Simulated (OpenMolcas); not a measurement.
BHSF (SMILES F[B]S): name the method

BHSF: 4 atoms, total charge 0, spin state doublet. SMILES: `F[B]S`. Geometry: relaxed at GFN2-xTB.

```xyz
4

F     0.7607   -0.5063    1.6172
B     0.5108    0.2151    0.5490
S    -0.6726   -0.3570   -0.6462
H    -0.5989    0.6482   -1.5199
```

A calculation with OpenMolcas 26.06 gave:

```yaml
total_energy: -522.0344 Eh
dipole_moment: 1.66 D
HOMO_energy: -9.81 eV
LUMO_energy: 2.24 eV
⟨S²⟩: 0.755
largest_force: 0.828 eV/Å
```

Task: Which of these levels gave the numbers?
A. B3LYP/6-31G* (spherical functions)
B. RGE2/pcseg-0 (PCM benzene)
C. HF/def2-SVP
D. HF/3-21G

Result: C. The others give -523.4796 Eh (B3LYP/6-31G* (spherical functions)), -521.4841 Eh (RGE2/pcseg-0 (PCM benzene)), -519.6019 Eh (HF/3-21G).
